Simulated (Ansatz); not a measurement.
# doublet CH5NSi+ at 6 levels

We compute a comparison of 6 runs (UHF/STO-3G, UHF/3-21G, U-wB97X/def2-SVPD, UPBE0/def2-SVPD, UMP2/def2-SVPD, UCCSD(T)/def2-SVPD) of doublet CH5NSi+. 

The results are computed with Ansatz 0.2.0.

60 further runs of the same task are left out: 60 set aside as unsound or not needed.

## (1) The system as given

The species is CH5NSi+ (8 atoms), meant as a doublet with charge +1. SMILES of the parent species: `C[Si]N`. The shape is that of a PBE0-D4/def2-TZVP optimisation. This is one conformer, not always the lowest. That shape belongs to the parent species and isn't relaxed for this state.

Bond lengths: C1–Si2 1.904 Å, Si2–N3 1.709 Å, C1–H4 1.094 Å, C1–H5 1.094 Å, C1–H6 1.098 Å, N3–H7 1.008 Å, N3–H8 1.010 Å. Angles: C1–Si2–N3 98.7°, Si2–C1–H4 115.0°, Si2–C1–H5 110.7°, Si2–C1–H6 107.9°, Si2–N3–H7 121.7°, Si2–N3–H8 126.1°, H4–C1–H5 108.8°, H4–C1–H6 108.0°, H5–C1–H6 106.1°, H7–N3–H8 112.1°.

## (2) The energy at UHF/STO-3G (run 1)

The input, input.yaml:

```yaml
crystal:
  periodic: [false, false, false]
  atoms:
    - {symbol: C, position_ang: [-0.660000, 0.824700, -0.552100]}
    - {symbol: Si, position_ang: [0.963800, 0.653800, 0.427700]}
    - {symbol: "N", position_ang: [0.932200, -1.034400, 0.690700]}
    - {symbol: H, position_ang: [-1.026400, -0.101800, -1.004300]}
    - {symbol: H, position_ang: [-0.562500, 1.583400, -1.334100]}
    - {symbol: H, position_ang: [-1.431400, 1.195000, 0.135900]}
    - {symbol: H, position_ang: [1.651200, -1.501900, 1.220100]}
    - {symbol: H, position_ang: [0.225200, -1.675700, 0.360300]}
basis:
  gaussian:
    orbitals: STO-3G
total_charge: 1
magnetization:
  spin_polarized: true
  initial_magnetization: 1
hamiltonian:
  xc: hf
accuracy: high
output: {orbitals: {seedname: orbitals}}
```

The run is started by

```sh
$ ansatz run input.yaml --threads 1 --pin off --max-ram 3480MiB --events-out events.jsonl --progress --plain --runs-dir runs
```

What it wrote:

```text
Warning: RAYON_NUM_THREADS=1 ignored (pool sized by the plan → 1); use --threads N
Functional definition: HF
  name "HF"
  exchange = exact_x
  correlation = 0
456 factors; integrals over basis functions are off by at most 3.8e-9 eV
mean field evaluation 1: about -10322.8177 eV, gradient 1.9e1 eV
mean field evaluation 2: about -10322.8950 eV, gradient 1.9e1 eV
mean field evaluation 4: about -10325.5114 eV, gradient 1.6e0 eV
mean field evaluation 8: about -10325.5623 eV, gradient 1.3e-1 eV
mean field evaluation 16: about -10325.5616 eV, gradient 2.5e-8 eV
mean field -10325.56159520 eV, -379.4573897068 hartree, gradient 2.5e-8 eV, S^2 0.777800; 0 other end points of the search recorded, 0 dependent functions left out
reference -10325.56159520 eV, -379.4573897068 hartree; 16, 15 occupied and 8, 9 virtual orbitals, 456 factors
Total energy: -10325.56159520 eV, -379.4573897068 hartree
```

Wall time 0.24 s (1 thread of AMD EPYC 7R43 (Zen 3), shared host).

## (3) A single-point energy at UHF/3-21G (run 2)

The input, run.yaml:

```yaml
crystal:
  periodic: [false, false, false]
  atoms:
    - {symbol: C, position_ang: [-0.660000, 0.824700, -0.552100]}
    - {symbol: Si, position_ang: [0.963800, 0.653800, 0.427700]}
    - {symbol: "N", position_ang: [0.932200, -1.034400, 0.690700]}
    - {symbol: H, position_ang: [-1.026400, -0.101800, -1.004300]}
    - {symbol: H, position_ang: [-0.562500, 1.583400, -1.334100]}
    - {symbol: H, position_ang: [-1.431400, 1.195000, 0.135900]}
    - {symbol: H, position_ang: [1.651200, -1.501900, 1.220100]}
    - {symbol: H, position_ang: [0.225200, -1.675700, 0.360300]}
basis:
  gaussian:
    orbitals: 3-21G.json
total_charge: 1
magnetization:
  spin_polarized: true
  initial_magnetization: 1
hamiltonian:
  xc: hf
accuracy: high
output: {orbitals: {seedname: orbitals}}
```

The basis set 3-21G is read from a file made from the Basis Set Exchange's data (not shown).

The run is started by

```sh
$ ansatz run run.yaml --threads 1 --pin off --max-ram 3480MiB --events-out events.jsonl --progress --plain --runs-dir runs
```

What it wrote:

```text
Warning: RAYON_NUM_THREADS=1 ignored (pool sized by the plan → 1); use --threads N
[... 4 set-up lines as earlier in the session ...]
969 factors; integrals over basis functions are off by at most 1.1e-8 eV
mean field evaluation 1: about -10385.4229 eV, gradient 3.4e1 eV
mean field evaluation 2: about -10385.5770 eV, gradient 3.4e1 eV
mean field evaluation 4: about -10390.5804 eV, gradient 2.5e0 eV
mean field evaluation 8: about -10390.6694 eV, gradient 2.5e-1 eV
mean field evaluation 16: about -10390.6741 eV, gradient 4.3e-5 eV
mean field evaluation 32: about -10389.1427 eV, gradient 5.9e-1 eV
mean field -10390.67407978 eV, -381.8502293800 hartree, gradient 9.5e-8 eV, S^2 0.772671; 0 other end points of the search recorded, 0 dependent functions left out
reference -10390.67407978 eV, -381.8502293800 hartree; 16, 15 occupied and 25, 26 virtual orbitals, 969 factors
Total energy: -10390.67407978 eV, -381.8502293800 hartree
```

Run time: 0.62 s. Hardware: 1 thread of AMD EPYC 7R43 (Zen 3), shared host; peak memory 0.13 GiB.

Run 3 isn't shown in full; the table further down has it.

## (4) The energy at UPBE0/def2-SVPD (run 4)

The input, job.yaml:

```yaml
crystal:
  periodic: [false, false, false]
  atoms:
    - {symbol: C, position_ang: [-0.660000, 0.824700, -0.552100]}
    - {symbol: Si, position_ang: [0.963800, 0.653800, 0.427700]}
    - {symbol: N, position_ang: [0.932200, -1.034400, 0.690700]}
    - {symbol: H, position_ang: [-1.026400, -0.101800, -1.004300]}
    - {symbol: H, position_ang: [-0.562500, 1.583400, -1.334100]}
    - {symbol: H, position_ang: [-1.431400, 1.195000, 0.135900]}
    - {symbol: H, position_ang: [1.651200, -1.501900, 1.220100]}
    - {symbol: H, position_ang: [0.225200, -1.675700, 0.360300]}
basis:
  gaussian:
    orbitals: def2-SVPD
total_charge: 1
magnetization:
  spin_polarized: true
  initial_magnetization: 1
hamiltonian:
  xc: pbe0
accuracy: high
output: {orbitals: {seedname: orbitals}}
```

The run is started by

```sh
$ ansatz run job.yaml --threads 1 --pin off --max-ram 3480MiB --events-out events.jsonl --progress --plain --runs-dir runs
```

What it wrote:

```text
Warning: RAYON_NUM_THREADS=1 ignored (pool sized by the plan → 1); use --threads N
Functional definition: PBE0
  name "PBE0"
  parameter a = 0.25
  parameter kappa = 0.804
  parameter beta = 0.06672455060314922
  exchange = (1 - a)*pbe_x(kappa = kappa, mu = beta*pi^2/3) + a*exact_x
  correlation = pbe_c(beta = beta)
2098 factors; integrals over basis functions are off by at most 3.5e-9 eV
mean field evaluation 1: about -10448.5844 eV, gradient 6.4e1 eV
mean field evaluation 2: about -10404.7334 eV, gradient 9.7e1 eV
mean field evaluation 4: about -10466.6086 eV, gradient 9.9e0 eV
mean field evaluation 8: about -10467.2082 eV, gradient 6.3e-1 eV
mean field evaluation 16: about -10467.2119 eV, gradient 1.7e-3 eV
mean field -10467.21193049 eV, -384.6629435145 hartree, gradient 3.6e-8 eV, S^2 0.757012; 0 other end points of the search recorded, 0 dependent functions left out
reference -10467.21193383 eV, -384.6629436370 hartree; 16, 15 occupied and 88, 89 virtual orbitals, 2098 factors
Total energy: -10467.21193383 eV, -384.6629436370 hartree
```

Run time: 11 s. Hardware: 1 thread of AMD EPYC 7R43 (Zen 3), shared host; peak memory 0.46 GiB.

Run 5 isn't shown in full; the table further down has it.

## (5) A single-point energy at UCCSD(T)/def2-SVPD (run 6)

The input, job.yaml:

```yaml
crystal:
  periodic: [false, false, false]
  atoms:
    - symbol: C
      position_ang: [-0.660000, 0.824700, -0.552100]
    - symbol: Si
      position_ang: [0.963800, 0.653800, 0.427700]
    - symbol: "N"
      position_ang: [0.932200, -1.034400, 0.690700]
    - symbol: H
      position_ang: [-1.026400, -0.101800, -1.004300]
    - symbol: H
      position_ang: [-0.562500, 1.583400, -1.334100]
    - symbol: H
      position_ang: [-1.431400, 1.195000, 0.135900]
    - symbol: H
      position_ang: [1.651200, -1.501900, 1.220100]
    - symbol: H
      position_ang: [0.225200, -1.675700, 0.360300]
basis:
  gaussian: {orbitals: def2-SVPD}
total_charge: 1
magnetization: {spin_polarized: true, initial_magnetization: 1}
correlation: {method: ccsd_t, frozen_orbitals: {C: 1, H: 0, "N": 1, Si: 5}}
accuracy: high
scf: {omitted_lower_state_checks: [cluster_reference, increment]}
```

The run is started by

```sh
$ ansatz run job.yaml --threads 1 --pin off --max-ram 3480MiB --events-out events.jsonl --progress --plain --runs-dir runs
```

What it wrote:

```text
Warning: RAYON_NUM_THREADS=1 ignored (pool sized by the plan → 1); use --threads N
[... 12 lines left out ...]
7 core orbitals not correlated: weight in the atoms' cores, before any rotation towards them, 1.000 or more for the frozen orbitals, at most 0.000 for the correlated occupied ones
[... 32 lines left out ...]
Total energy: -10454.08878417 eV, -384.1806767825 hartree
Checks for a lower state left out: cluster_reference, increment
```

Run time: 68 s. Hardware: 1 thread of AMD EPYC 7R43 (Zen 3), shared host; peak memory 1.6 GiB.

## (6) The series

| run | level | frozen core orbitals | energy (Eh) | HOMO energy (eV) | LUMO energy (eV) | ⟨S²⟩ | wall time |
| --- | --- | --- | --- | --- | --- | --- | --- |
| 1 | UHF/STO-3G | – | -379.457390 | -15.27 | -4.16 | 0.778 | 0.24 s |
| 2 | UHF/3-21G | – | -381.850229 | -16.96 | -6.49 | 0.773 | 0.62 s |
| 3 | U-wB97X/def2-SVPD | – | -384.862312 | -16.46 | -8.64 | 0.755 | 39 s |
| 4 | UPBE0/def2-SVPD | – | -384.662944 | -14.17 | -10.26 | 0.757 | 11 s |
| 5 | UMP2/def2-SVPD | 7 | -384.129832 | – | – | 0.767 | 5.7 s |
| 6 | UCCSD(T)/def2-SVPD | 7 | -384.180677 | – | – | 0.767 | 68 s |

## (7) What came out

| quantity | value |
| --- | --- |
| run 6: total energy | -384.18068 Eh |
| run 6: correlation energy (7 core orbitals frozen) | -448.9 mEh |
| run 6: (T) correction | -15.28 mEh |
| run 6: ⟨S²⟩ of the reference determinant | 0.767 |
| run 6: T1 diagnostic | 0.019 |

Totals of different functionals can't be ranked against each other. In run 1 the basis is minimal, so the values are rough. All runs together took 2.1 min, the longest 68 s.
